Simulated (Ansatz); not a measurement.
## Ansatz (development build ahead of 0.2.0) run

```yaml
crystal:
  periodic: [false, false, false]
  atoms:
    - { symbol: C, position_ang: [1.20158, 0.0, 0.0] }
    - { symbol: C, position_ang: [0.37131, 1.14277, 0.0] }
    - { symbol: C, position_ang: [-0.9721, 0.70627, 0.0] }
    - { symbol: C, position_ang: [-0.9721, -0.70627, 0.0] }
    - { symbol: C, position_ang: [0.37131, -1.14277, 0.0] }
    - { symbol: H, position_ang: [2.29736, 0.0, 0.0] }
    - { symbol: H, position_ang: [0.70992, 2.18492, 0.0] }
    - { symbol: H, position_ang: [-1.85861, 1.35036, 0.0] }
    - { symbol: H, position_ang: [-1.85861, -1.35036, 0.0] }
    - { symbol: H, position_ang: [0.70992, -2.18492, 0.0] }
basis:
  gaussian: { orbitals: def2-TZVP }
total_charge: -1
hamiltonian:
  xc: hf
correlation:
  method: mp2
  frozen_orbitals: { C: 1, H: 0 }
```

The input is written out in the form of the current development build from the run's settings.

The run gave:

```yaml
Converged: yes
Reference_energy: -192.26563 hartree
Correlation_energy: -0.81405 hartree
Total_energy: -193.07968 hartree
Spin_squared_of_the_determinant: 0.000
```

Caution: no diffuse functions for an anion.
